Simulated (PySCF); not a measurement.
Molecule: SMILES O(/C=C/C#C)C, C₅H₆O.

Geometry (Å), atoms numbered from 1 in this order:
```xyz
12

C     3.067   -0.346    1.210
C     1.934   -0.165    0.855
C     0.603    0.088    0.470
C    -0.023   -0.678   -0.427
O    -1.287   -0.563   -0.892
C    -2.073    0.491   -0.387
H     4.057   -0.516    1.510
H     0.129    0.935    0.946
H     0.472   -1.521   -0.890
H    -3.040    0.409   -0.880
H    -2.209    0.402    0.695
H    -1.628    1.464   -0.617
```

Frames of a GFN2-xTB Langevin trajectory at 300 K; GIAO PBE0/pcSseg-1 shieldings in PySCF, gas phase, non-relativistic; equivalent atoms averaged within each frame.

Scale: TMS for ¹³C (σref 186.93), ¹H (σref 31.72); H2O for ¹⁷O (σref 336.08) (reference shieldings calculated alike). The references are static minima.

How do the shifts (ppm) fluctuate along the trajectory?

Results:


```csv
time (fs),C4,C3,C1,C2,C6,O5,H9,H8,H10/H11/H12,H7
optimised geometry,169.7,86.1,84.8,84.3,55.8,131.4,7.24,4.69,3.69,2.40
250,175.7,96.6,92.9,80.7,54.2,132.1,7.18,6.27,3.89,1.84
425,167.2,84.7,89.1,91.8,49.0,126.0,6.82,5.21,3.03,3.30
625,169.7,85.7,88.1,89.3,59.4,140.7,6.85,5.05,3.65,1.54
800,165.8,91.4,84.9,92.8,58.5,112.3,7.11,6.06,3.85,2.24
1000,168.6,85.1,90.4,90.4,59.0,131.4,7.20,4.84,4.00,2.90
mean of frames,169.4,88.7,89.1,89.0,56.0,128.5,7.03,5.49,3.68,2.36
standard deviation,3.8,5.2,3.0,4.8,4.4,10.5,0.18,0.64,0.39,0.73
```

5 frames give an uncertainty of the mean of about the standard deviation over 2.2 at best, since frames this close in time may not be independent; classical motion lacks zero-point vibration, and the reference would need the same averaging.
